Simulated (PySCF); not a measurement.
How the functional moves excitation energies

Compound: acetamide, C2H5NO.
SMILES with atom numbers: `[CH3:1][C:2]([NH2:3])=[O:4]` (hydrogens: H5, H6, H7 on C1; H8, H9 on N3)

Linear-response calculations in the def2-SVPD basis (PySCF; singlets by full response, triplets Tamm–Dancoff, core orbitals frozen in the response; HF means time-dependent Hartree–Fock). 'Strongest' is the level of largest summed f among the singlets computed (10 roots, of which the last may lack a degenerate partner); it can jump between rows when another state enters that window. S1 is the lowest singlet of each run and needn't be the same state throughout; f(S1) is that of one state. Geometry: PBE0-D3(BJ)/def2-SVP; no solvent, vibrations or thermal averaging.

```csv
functional,kind,S1 (eV),f(S1),strongest (eV),T1 (eV),HOMO (eV),gap (eV),"ionisation energy, ΔSCF (eV)"
LDA,LDA,5.40,0.000,7.43,5.01,-5.94,5.19,10.05
PBE,GGA,5.43,0.000,7.38,4.98,-5.78,5.26,9.77
B3LYP,"global hybrid, 20% exact exchange",5.66,0.000,7.97,5.22,-7.18,7.31,9.89
PBE0,"global hybrid, 25% exact exchange",5.74,0.000,7.57,5.25,-7.43,7.90,9.79
BHandHLYP,"global hybrid, 50% exact exchange",6.04,0.000,7.99,5.58,-9.05,9.99,9.68
CAM-B3LYP,range-separated hybrid,5.75,0.000,7.67,5.30,-8.93,10.03,9.95
wB97X-D,range-separated hybrid,5.78,0.000,7.77,5.36,-9.37,11.54,9.88
LC-wPBE,range-separated hybrid,5.75,0.000,7.98,5.26,-10.23,12.51,9.99
HF,Hartree–Fock,6.69,0.000,8.68,6.07,-11.39,13.92,not settled
```

S1 runs from 5.40 eV (LDA) to 6.69 eV (HF), a spread of 1.30 eV, while the orbital gap spreads over 8.7 eV. Along PBE (0%), B3LYP (20%), PBE0 (25%), BHandHLYP (50%), HF (100%) S1 rises with the share of exact exchange. −ε(HOMO) comes closest to its own ΔSCF ionisation energy with LC-wPBE (+0.24 eV) and misses most with LDA (-4.11 eV). The lowest singlet of a reference set is 1A''(n→π*) at 5.70 eV (computed, CC3/TZVP, gas; arXiv:2401.06101 (2024), CC3 reference column of Thiel's set). The lowest computed singlet differs from it by B3LYP -0.04, PBE0 +0.04, LC-wPBE +0.05, CAM-B3LYP +0.05, wB97X-D +0.08, PBE -0.27, LDA -0.30, BHandHLYP +0.34, HF +0.99 eV; geometry and basis of the reference needn't be the same. The lowest triplet of a reference set is 3A''(n→π*) at 5.42 eV (computed, CC3/TZVP, gas; arXiv:2401.06101 (2024), CC3 reference column of Thiel's set). The lowest computed triplet differs from it by wB97X-D -0.06, CAM-B3LYP -0.12, LC-wPBE -0.16, BHandHLYP +0.16, PBE0 -0.17, B3LYP -0.20, LDA -0.41, PBE -0.44, HF +0.65 eV; geometry and basis of the reference needn't be the same. 'Not settled' means that the ion's SCF failed to converge or may have ended in another state than the lowest.
